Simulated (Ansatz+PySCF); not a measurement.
The numbers below are computed, except where a source is named.
**Several solutions for singlet Li₂**

```
atom   x (Å)   y (Å)    z (Å)
  Li  0.0000  0.0000  -2.8568
  Li  0.0000  0.0000   2.8568
```

Basis set: 6-31G (spherical functions). Charge 0, multiplicity 1.

PBE0 (unrestricted) was run from several starts with Ansatz (development build ahead of 0.2.0) and PySCF 2.14.0.

| run | program | start | converged | energy (hartree) | <S²> |
| --- | --- | --- | --- | --- | --- |
| A | Ansatz | atomic start, no search | yes | -14.91349 | 0.00 |
| B | PySCF | program defaults | yes | -14.91349 | 0.00 |
| C | Ansatz | search for the lowest state | yes | -14.93199 | 0.96 |
| D | Ansatz | stability test followed | yes | -14.93199 | 0.96 |

**Question.** Which runs reached the lowest solution of this kind, and what is wrong with the others?

**Answer.** C, D reached the lowest solution found. Converged but too high: A by 0.50 eV, B by 0.50 eV. Convergence only shows a stationary point, and even a stable one can lie too high; stability tests and further starts are what find lower ones. Caution: the unrestricted determinant is a mixture of spin states.
